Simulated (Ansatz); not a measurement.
# BHO₂: ionisation energy by level of theory

Aim: the vertical ionisation energy of BHO₂, as cation minus neutral at the neutral's geometry, on several levels, and how well −ε(HOMO) stands in for it.

The runs use Ansatz 0.2.0, Gaussian basis; unrestricted cation, the program's frozen cores in correlated methods.

The runs, in order: UKS PBE-D4/def2-TZVPP; UKS r2SCAN-D4/def2-TZVPP; UKS PBE0-D4/def2-TZVPP; UKS B3LYP-D4/def2-TZVPP; UKS wB97X-V/def2-TZVPP; UKS wB97M-V/def2-TZVPP; UKS B2PLYP/def2-TZVPP; UHF-CCSD(T)/def2-TZVPP; UHF-CCSD(T)/def2-QZVPP; extrapolation to the limit; then −ε(HOMO) from the neutral's earlier runs with LDA (SPW92), PBE-D4, revPBE-D4, BLYP-D4, r2SCAN-D4, B97M-V, PBE0-D4, B3LYP-D4, r2SCANh-D4, r2SCAN0-D4, HSE06-D4, BHLYP-D4, CAM-B3LYP-D4, LC-ωPBE, ωB97X-V, ωB97M-V.

### 1 Structure used throughout

The geometry comes from an earlier relaxation with PBE0-D4 in a triple-zeta def2 set; it is a stationary point.

SMILES `O=BO`, 4 atoms, charge 0, spin multiplicity 1.

Atoms are counted from 1 here; the program's logs count them from 0.

Bond lengths: O1–B2 1.210 Å, B2–O3 1.322 Å, O3–H4 0.960 Å. Angles: O1–B2–O3 177.5°, B2–O3–H4 117.0°.

### 2 Cation, UKS PBE-D4/def2-TZVPP

Contents of in.yaml:

```yaml
crystal:
  periodic: [false, false, false]
  atoms:
    - {symbol: O, position_ang: [-1.555103, 0.523537, 0.428537]}
    - {symbol: B, position_ang: [-0.423913, 0.132023, 0.248564]}
    - {symbol: O, position_ang: [0.816729, -0.302029, 0.108558]}
    - {symbol: H, position_ang: [1.162287, -0.353531, -0.785659]}
basis:
  gaussian: {orbitals: def2-TZVPP}
total_charge: 1
magnetization: {spin_polarized: true, initial_magnetization: 1}
hamiltonian: {xc: pbe, dispersion: d4}
```

The run is started by

```
$ ansatz run in.yaml --threads 2 --pin off --events-out ev --progress --plain --max-ram 32768MiB --backend cpu
```

Further steps of the session: Cation, UKS r2SCAN-D4/def2-TZVPP; Cation, UKS PBE0-D4/def2-TZVPP; Cation, UKS B3LYP-D4/def2-TZVPP; Cation, UKS wB97X-V/def2-TZVPP; Cation, UKS wB97M-V/def2-TZVPP; Cation, UKS B2PLYP (frozen core)/def2-TZVPP; Cation, UHF-CCSD(T)/def2-TZVPP; Cation, UHF-CCSD(T)/def2-QZVPP.

Q: Predict the results of all the runs planned. Wanted: ionisation energy, CCSD(T)/CBS; nearest functional by difference; nearest −ε(HOMO); −ε(HOMO) of PBE; T1 of the cation.

**Answer**, as computed:

| quantity | value |
| --- | --- |
| ionisation energy, CCSD(T)/CBS | 12.57 eV |
| nearest functional by difference | B2PLYP (-0.18 eV) |
| nearest −ε(HOMO) | LC-ωPBE (-0.28 eV) |
| −ε(HOMO) of PBE | 7.77 eV |
| T1 of the cation | 0.032 |

**Reading.** By cation minus neutral, the functionals miss by 0.46 eV at most. −ε(HOMO) of PBE misses by 4.8 eV, since self-interaction lifts the level. Among orbital estimates LC-ωPBE comes nearest. Hartree-Fock falls 1.82 eV short, as the neutral has more correlation energy than the cation. The cation's T1 (from the report) is 0.032, near the customary mark of 0.045 for open shells, so the coupled-cluster value is less safe. The cation may have settled in a state other than its lowest; no search over hole states beyond the program's own was made.
